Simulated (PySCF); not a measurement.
# Vertical excitation energies

C4H7 (charge +1).
SMILES: `C=C[CH+]C`

Method: TDDFT CAM-B3LYP/def2-SVPD, vertical, gas phase, core orbitals frozen in the response (PySCF 2.14.0, density-fitted response routines). One conformer (not necessarily the lowest) at the PBE0-D3(BJ)/def2-SVP geometry, without solvent, vibrations or thermal averaging. Torsions of this conformer, `[CH2:1]=[CH:2][CH+:3][CH3:4]`: C1–C2–C3–C4 180°.

| state | E (eV) | λ (nm) | f | symmetry | main configurations (H = HOMO, L = LUMO) |
| --- | --- | --- | --- | --- | --- |
| S1 | 5.29 | 234.4 | 0.0012 | – | H-1→L (88%), H-2→L (10%) |
| S2 | 5.39 | 229.9 | 0.522 | A′ | H→L (98%) |
| S3 | 5.88 | 210.7 | 0.0014 | – | H-3→L (97%) |
| S4 | 6.18 | 200.8 | 0.0025 | A″ | H-2→L (86%), H-1→L (9%) |
| S5 | 7.81 | 158.7 | 0.028 | A′ | H-4→L (98%) |
| S6 | 8.20 | 151.2 | 0.0003 | – | H-5→L (84%), H-6→L (9%) |

The lowest singlet comes at 234 nm (510 kJ/mol) in the ultraviolet; it is very weak; its leading configuration is HOMO-1→LUMO (88%). The strongest level in the table is S2 at 5.39 eV (230 nm, f = 0.522). Löwdin shares by element: HOMO carbon 86%; LUMO carbon 86%. Weighted by f, the mean energy of these states is 5.52 eV. The oscillator strengths of these states sum to 0.555; summed over the whole spectrum of an exact calculation they would give the number of electrons, 30 (Thomas–Reiche–Kuhn). The listed states span 2.91 eV, and the widest gap between neighbours is 1.64 eV (S4 to S5). Symmetry labels in Cs follow from the direction of the transition dipole and are given only for states with f of 0.002 or more. Only the lowest 6 singlets were computed, as vertical energies without vibronic structure.
